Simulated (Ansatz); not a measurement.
Ansatz (a program for electronic structure) input (B3LYP-D3(BJ)/def2-TZVP):

Ansatz 0.2 input:
```yaml
crystal:
  periodic: [false, false, false]
  atoms:
    - {symbol: O, position_ang: [1.66053728, 0.35327125, 0.53822569]}
    - {symbol: C, position_ang: [0.53707438, 0.40019270, -0.03637821]}
    - {symbol: H, position_ang: [0.34381210, 1.30102945, -0.70860441]}
    - {symbol: C, position_ang: [-0.50417452, -0.46354215, 0.01422669]}
    - {symbol: H, position_ang: [-0.47122183, -1.36572671, 0.61008477]}
    - {symbol: H, position_ang: [-1.41608567, -0.28434235, -0.54294930]}
basis:
  gaussian:
    orbitals: def2-TZVP
hamiltonian:
  xc: b3lyp
  dispersion: d3bj
total_charge: -1
relax: {f_tol: 0.002, max_steps: 150}
```

Output:

```
Functional definition: B3LYP
integrals: 0.02 GiB planned
643 factors; their error is unknown
mean field: 0.28 GiB planned
mean field evaluation 1: about -4168.4604 eV, gradient 3.6e1 eV
mean field evaluation 2: about -4165.2115 eV, gradient 4.8e1 eV
mean field evaluation 4: about -4171.4566 eV, gradient 4.2e0 eV
mean field evaluation 8: about -4171.4822 eV, gradient 3.7e-1 eV
mean field -4171.48242525 eV, -153.2991515955 hartree, gradient 3.1e-5 eV, S^2 0.000000; 0 other end points of the search recorded, 0 dependent functions left out
the calculation of the forces begins
reference -4171.48262481 eV, -153.2991589294 hartree; 12, 12 occupied and 99, 99 virtual orbitals, 643 factors
relax step   1: F+E_penalty+E_count = -4171.60784365 eV  Δ(F+E_penalty+E_count) = +0.000e0 eV  max|allowed force component| = 1.035e0 eV/Å  Δτ_max = 0.0000 Å  (26 SCF iters, accepted)
these checks for a lower state are left out or cut short: starts, cluster_reference, orbital_swaps, neighbouring_geometries, increment
integrals: 0.02 GiB planned
643 factors; their error is unknown
mean field: 0.28 GiB planned
mean field evaluation 16: about -4171.4991 eV, gradient 1.4e0 eV
mean field -4171.49927970 eV, -153.2997709850 hartree, gradient 8.6e-6 eV, S^2 0.000000; 0 other end points of the search recorded, 0 dependent functions left out
the calculation of the forces begins
reference -4171.49947921 eV, -153.2997783170 hartree; 12, 12 occupied and 99, 99 virtual orbitals, 643 factors
relax step   2: F+E_penalty+E_count = -4171.62447105 eV  Δ(F+E_penalty+E_count) = -1.663e-2 eV  max|allowed force component| = 3.894e-1 eV/Å  Δτ_max = 0.0124 Å  (32 SCF iters, accepted)
these checks for a lower state are left out or cut short: starts, cluster_reference, orbital_swaps, neighbouring_geometries, increment
integrals: 0.02 GiB planned
643 factors; their error is unknown
mean field: 0.28 GiB planned
mean field -4171.50241332 eV, -153.2998861437 hartree, gradient 8.9e-6 eV, S^2 0.000000; 0 other end points of the search recorded, 0 dependent functions left out
the calculation of the forces begins
reference -4171.50261265 eV, -153.2998934690 hartree; 12, 12 occupied and 99, 99 virtual orbitals, 643 factors
relax step   3: F+E_penalty+E_count = -4171.62753905 eV  Δ(F+E_penalty+E_count) = -3.068e-3 eV  max|allowed force component| = 5.356e-2 eV/Å  Δτ_max = 0.0082 Å  (32 SCF iters, accepted)
these checks for a lower state are left out or cut short: starts, cluster_reference, orbital_swaps, neighbouring_geometries, increment
integrals: 0.02 GiB planned
643 factors; their error is unknown
mean field: 0.28 GiB planned
mean field evaluation 32: about -4171.5023 eV, gradient 3.7e-1 eV
mean field -4171.50245212 eV, -153.2998875696 hartree, gradient 8.9e-6 eV, S^2 0.000000; 0 other end points of the search recorded, 0 dependent functions left out
the calculation of the forces begins
reference -4171.50265136 eV, -153.2998948913 hartree; 12, 12 occupied and 99, 99 virtual orbitals, 643 factors
relax step   4: F+E_penalty+E_count = -4171.62760056 eV  Δ(F+E_penalty+E_count) = -6.151e-5 eV  max|allowed force component| = 2.707e-2 eV/Å  Δτ_max = 0.0066 Å  (33 SCF iters, accepted)
these checks for a lower state are left out or cut short: starts, cluster_reference, orbital_swaps, neighbouring_geometries, increment
integrals: 0.02 GiB planned
643 factors; their error is unknown
mean field: 0.28 GiB planned
mean field -4171.50249696 eV, -153.2998892174 hartree, gradient 9.0e-6 eV, S^2 0.000000; 0 other end points of the search recorded, 0 dependent functions left out
the calculation of the forces begins
reference -4171.50269625 eV, -153.2998965410 hartree; 12, 12 occupied and 99, 99 virtual orbitals, 643 factors
relax step   5: F+E_penalty+E_count = -4171.62763384 eV  Δ(F+E_penalty+E_count) = -3.328e-5 eV  max|allowed force component| = 3.713e-2 eV/Å  Δτ_max = 0.0036 Å  (32 SCF iters, accepted)
these checks for a lower state are left out or cut short: starts, cluster_reference, orbital_swaps, neighbouring_geometries, increment
integrals: 0.02 GiB planned
643 factors; their error is unknown
mean field: 0.28 GiB planned
mean field -4171.50258455 eV, -153.2998924362 hartree, gradient 9.0e-6 eV, S^2 0.000000; 0 other end points of the search recorded, 0 dependent functions left out
the calculation of the forces begins
reference -4171.50278382 eV, -153.2998997593 hartree; 12, 12 occupied and 99, 99 virtual orbitals, 643 factors
relax step   6: F+E_penalty+E_count = -4171.62772983 eV  Δ(F+E_penalty+E_count) = -9.599e-5 eV  max|allowed force component| = 1.328e-3 eV/Å  Δτ_max = 0.0024 Å  (32 SCF iters, accepted)
integrals: 0.02 GiB planned
643 factors; their error is unknown
mean field: 0.28 GiB planned
mean field evaluation 64: about -4171.5062 eV, gradient 3.2e-2 eV
mean field -4171.50258455 eV, -153.2998924362 hartree, gradient 9.0e-6 eV, S^2 0.000000; 1 other end points of the search recorded, 0 dependent functions left out
the calculation of the forces begins
reference -4171.50278382 eV, -153.2998997593 hartree; 12, 12 occupied and 99, 99 virtual orbitals, 643 factors
Total energy: -4171.62792910 eV, -153.3044987635 hartree
Atom 0 at     1.672763     0.367522     0.535070 Å, force    -0.001207     0.000295    -0.000694 eV/Å
Atom 1 at     0.546013     0.404783    -0.034854 Å, force     0.001328    -0.000741     0.000769 eV/Å
Atom 2 at     0.339701     1.290320    -0.703928 Å, force    -0.000209     0.000278    -0.000094 eV/Å
Atom 3 at    -0.516125    -0.473783     0.015025 Å, force     0.000470     0.000790    -0.000246 eV/Å
Atom 4 at    -0.474423    -1.378136     0.616331 Å, force    -0.000229    -0.000742     0.000453 eV/Å
Atom 5 at    -1.417987    -0.269824    -0.553039 Å, force    -0.000153     0.000119    -0.000188 eV/Å
Dipole moment:    -0.243337     0.043332    -0.145767 e Å
```

It need not be the lowest isomer of its formula. Whether it binds its extra electron was not tested at this geometry.
